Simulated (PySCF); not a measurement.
C3H2FNS.
Numbering: `[F:1][c:2]1[cH:3][cH:4][n:5][s:6]1` (hydrogens: H7 on C3; H8 on C4)

The calculation used EOM-IP-CCSD/aug-cc-pVDZ in PySCF, restricted Hartree–Fock reference, frozen core, non-relativistic, gas phase, PBE0-D3(BJ)/def2-SVP geometry.

Hartree–Fock orbital energies give these Koopmans values (eV): HOMO 10.19, HOMO-1 10.31, HOMO-2 12.48, HOMO-3 13.85, HOMO-4 15.52, HOMO-5 16.01, HOMO-6 17.62, HOMO-7 19.28.

**Question.** What vertical ionisation energies does EOM-IP-CCSD give?

**Answer.** 
| leading hole (HF orbital) | Koopmans (eV) | EOM-IP-CCSD (eV) | change (eV) | one-hole share |
| --- | --- | --- | --- | --- |
| HOMO-1 | 10.31 | 9.94 | -0.37 | 0.95 |
| HOMO | 10.19 | 9.96 | -0.23 | 0.95 |
| HOMO-2 | 12.48 | 10.75 | -1.73 | 0.94 |
| HOMO-3 | 13.85 | 12.79 | -1.06 | 0.95 |
| HOMO-4 | 15.52 | 13.95 | -1.57 | 0.90 |
| HOMO-5 | 16.01 | 14.30 | -1.71 | 0.95 |
| HOMO-6 | 17.62 | 15.77 | -1.85 | 0.94 |
| HOMO-7 | 19.28 | 16.64 | -2.64 | 0.93 |

**Question.** Does the order of the lines follow the orbital energies?

**Answer.** No: the HOMO-1 hole (9.94 eV) falls below the HOMO hole (9.96 eV). The corrections run from -2.64 to -0.23 eV, with a mean of -1.40 eV over the 8 lines; no line lies above its Koopmans value. Koopmans values leave out both the relaxation of the orbitals and the change in correlation energy.

**Question.** At what kinetic energies would He I light (21.22 eV) eject these electrons?

**Answer.** 11.28 eV (HOMO-1), 11.26 eV (HOMO), 10.47 eV (HOMO-2), 8.43 eV (HOMO-3), 7.27 eV (HOMO-4), 6.92 eV (HOMO-5), 5.45 eV (HOMO-6), 4.58 eV (HOMO-7).

Lines less than 0.15 eV apart could change places at a higher level. One root was sought for each valence orbital with −ε under 21 eV, eight at most, so deeper holes and satellites are missing; no vibrational structure.
